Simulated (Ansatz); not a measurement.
**CH+ (singlet): the correlation ladder at distance C1–H2 = 1.140 Å, cc-pVQZ**

An exercise on one series of results from a longer session: the logs are not shown, and one member is left open.

Program: Ansatz 0.2.0, Gaussian basis. Level of theory: cc-pVQZ, core rule «outside noble gas», up to 1 orbitals frozen. These are calculated values, not measurements.

Plan: UHF; CCSD(T) on RHF; CCSD(T) on UHF; BCCD(T) on RHF; CCSDT(Q) on RHF; CCSDT(Q) on UHF; CASSCF and NEVPT2, 4 electrons in 5 orbitals; Full CI.

18 further runs of the same task are left out: 12 that didn't finish, 6 set aside as unsound or not needed.

## The geometry

The geometry derives from a PBE0/def2-TZVP stationary point (not a proven minimum). One bond is set to the value named and the two fragments are kept rigid.

2 atoms, charge 1, spin multiplicity 1.

Atoms are counted from 1 here; the program's logs count them from 0.

Bond lengths: C1–H2 1.140 Å.

As a file:

```
C     0.0000    0.0000    0.0000
H     0.0000    0.0000    1.1404
```

Set-up of the first run:

File in.yaml:

```yaml
crystal:
  periodic: [false, false, false]
  atoms:
    - {symbol: C, position_ang: [0.000000, 0.000000, 0.000000]}
    - {symbol: H, position_ang: [0.000000, 0.000000, 1.140358]}
basis:
  gaussian: {orbitals: cc-pVQZ}
total_charge: 1
magnetization: {spin_polarized: true, initial_magnetization: 0}
hamiltonian: {xc: hf}
output: {orbitals: {seedname: orbitals}}
```

Launch:

```bash
> ansatz run in.yaml --threads 1 --pin off --events-out ev --progress --plain --max-ram 2393MiB
```

Among the steps run: UHF; CCSD(T) on RHF; CCSD(T) on UHF; BCCD(T) on RHF; CCSDT(Q) on RHF; CCSDT(Q) on UHF; CASSCF and NEVPT2, 4 electrons in 5 orbitals; Full CI.

One of the session's tables, all rows but one given; the rest of the session is left out.

```
        method  from FCI (kJ/mol)
           RHF             +318.7
           UHF             +291.6
          RMP2              +80.2
          UMP2              +95.0
         RCCSD               +7.6
         UCCSD                  ?
      RCCSD(T)               +1.4
      UCCSD(T)               +1.7
       BCCD(T)               +1.4
        RCCSDT               +0.3
        UCCSDT               +0.5
     RCCSDT(Q)               +0.1
     UCCSDT(Q)               +0.3
CASSCF valence             +137.5
NEVPT2 valence              +34.6
           FCI                  0
```

Q: Estimate the row for UCCSD from the others.

The run gave: from FCI (kJ/mol): +8.2. In the column «from FCI (kJ/mol)» it lies between RCCSD (+7.6) and NEVPT2 valence (+34.6).

Caveats from the session: The determinant is far from a pure spin state, so its energy mixes those of several spin states (harmless only where they are near-degenerate, as at dissociation). Restricted and unrestricted rows rest on different reference determinants; where their highest levels disagree by more than a few hundredths of an eV, they describe different states and don't form one ladder.
